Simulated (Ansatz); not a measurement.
**SiHF₂+ (SMILES F[SiH+]F): single points off equilibrium**

One table from this session's results is given with a row withheld; the runs are named, their logs left out.

Program: Ansatz 0.2.0, Gaussian basis. Level of theory: single points in def2-TZVPP. These are calculated values, not measurements.

Correlated methods freeze the cores.

## Starting geometry

SMILES `F[SiH+]F`, 4 atoms, charge 1, spin multiplicity 1.

Atoms are counted from 1 here; the program's logs count them from 0.

Bond lengths: F1–Si2 1.591 Å, Si2–F3 1.440 Å, Si2–H4 1.331 Å. Angles: F1–Si2–F3 108.5°, F1–Si2–H4 132.9°, F3–Si2–H4 118.7°.

Geometry (Å):

```
F     1.25680    0.34450   -0.63670
Si   -0.10310   -0.09630    0.06120
F    -1.02940    1.00420   -0.00960
H    -0.49650   -1.22520    0.64530
```

Set-up of the first run:

File run/in.yaml:

```yaml
crystal:
  periodic: [false, false, false]
  atoms:
    - {symbol: F, position_ang: [1.256800, 0.344500, -0.636700]}
    - {symbol: Si, position_ang: [-0.103100, -0.096300, 0.061200]}
    - {symbol: F, position_ang: [-1.029400, 1.004200, -0.009600]}
    - {symbol: H, position_ang: [-0.496500, -1.225200, 0.645300]}
basis:
  gaussian: {orbitals: def2-TZVPP}
total_charge: 1
correlation: {method: ccsd_t}
output: {forces: true}
```

The command line of these runs was not kept.

Steps of the session up to this table: CCSD(T)/def2-TZVPP; PBE0-D4/def2-TZVPP; wB97M-V/def2-TZVPP; r2SCAN-D4/def2-TZVPP; PBE-D4/def2-TZVPP; SPW92/def2-TZVPP; BHLYP-D4/def2-TZVPP.

One of the session's tables, all rows but one given; the rest of the session is left out.

```
   method  RMS force component (eV/Å)  angle to CCSD(T) forces (°)
  CCSD(T)                       2.849                    reference
  PBE0-D4                       2.835                          2.1
  wB97M-V                       2.803                          1.4
r2SCAN-D4                       2.829                          0.9
   PBE-D4                       2.922                          7.1
    SPW92                       2.857                          3.4
 BHLYP-D4                           ?                            ?
```

Estimate the missing values for BHLYP-D4.

As computed: RMS force component (eV/Å): 2.768; angle to CCSD(T) forces (°): 7.2. In the column «RMS force component (eV/Å)» it is the lowest.
